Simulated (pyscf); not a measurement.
Thermochemistry of product channels of HO–BH–OH (SMILES OBO) + H• (SMILES [H]) on the doublet surface, in eV, from ωB97M-D3(BJ)/def2-TZVP energies (ideal gas, 1 atm, RRHO with modes under 100 cm⁻¹ raised to 100, one conformer, R ln 2 for rigid chiral ones). Structures and frequencies: ωB97X-D3(BJ)/def2-SVP in PySCF.

```json
[
 {"products": "[HO–B–OH]• (SMILES O[B]O) + H₂ (SMILES [H][H])", "ΔE": "+0.23", "ΔH(298 K)": "+0.22", "ΔG(600 K)": "+0.09", "ΔG(900 K)": "+0.02"},
 {"products": "•O–BH–OH (SMILES [O]BO) + H₂ (SMILES [H][H])", "ΔE": "[?]", "ΔH(298 K)": "+0.37", "ΔG(600 K)": "+0.24", "ΔG(900 K)": "+0.18"},
 {"products": "H₂O (SMILES O) + [HB–OH]• (SMILES [BH]O)", "ΔE": "+1.46", "ΔH(298 K)": "+1.55", "ΔG(600 K)": "+1.24", "ΔG(900 K)": "+1.11"}
]
```

### Question
Complete the blanks.

### Answer

- •O–BH–OH (SMILES [O]BO) + H₂ (SMILES [H][H]), ΔE: +0.45

These are energies of the channels, which say nothing of barriers. [HB–OH]• lies 0.25 eV over its isomer H₂B–O•, and others may lie lower still (electronic energy, ωB97M-D3(BJ)).
